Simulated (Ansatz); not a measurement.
# FPSi: the cost of one run

Program: Ansatz 0.2.0, Gaussian basis. Level of theory: def2-QZVPP, all electrons in the functionals, frozen cores in the correlation of double hybrids and RPA. These are calculated values, not measurements.

Plan: wB97M-V, B2PLYP, at charge 0, triplet; charge 0, singlet; charge 0, quintet; charge 1, doublet; charge 1, quartet.

2 further runs of the same task are left out: 2 set aside as unsound or not needed. Runs told in other sessions of the task aren't counted.

### 1 The geometry

The geometry is a PBE0/def2-TZVP stationary point (not a proven minimum).

3 atoms, charge 0, spin multiplicity 3.

Atoms are counted from 1 here; the program's logs count them from 0.

Bond lengths: F1–P2 1.612 Å, P2–Si3 2.219 Å. Angles: F1–P2–Si3 106.4°.

Geometry (Å):

```
F     0.0000   -0.6743    1.4903
P     0.0000    0.6004    0.5035
Si    0.0000   -0.2060   -1.5634
```

No dispersion term is added; wB97M-V holds VV10 nonlocal correlation.

The geometry shown and the zero of energy belong to the point charge 0, triplet. The yardstick, UCCSD(T), and other wave-function levels (R restricted, U unrestricted, valence and pair active spaces) come from earlier runs.

### 2 wB97M-V, charge 0, triplet

File in.yaml:

```yaml
crystal:
  periodic: [false, false, false]
  atoms:
    - {symbol: F, position_ang: [0.000000, -0.674306, 1.490349]}
    - {symbol: P, position_ang: [0.000000, 0.600388, 0.503498]}
    - {symbol: Si, position_ang: [0.000000, -0.205998, -1.563422]}
basis:
  gaussian: {orbitals: "def2-QZVPP.json"}
magnetization: {spin_polarized: true, initial_magnetization: 2}
hamiltonian: {xc: {name: wB97M-V}}
output: {orbitals: {seedname: orbitals}}
```

The run is started by

```
$ ansatz run in.yaml --threads 1 --pin off --events-out ev --progress --plain --max-ram 2393MiB
```

What time and memory should one allow on 1 thread of Arm Neoverse V1, shared host?

About 1.8 min, with a peak of 0.76 GiB.
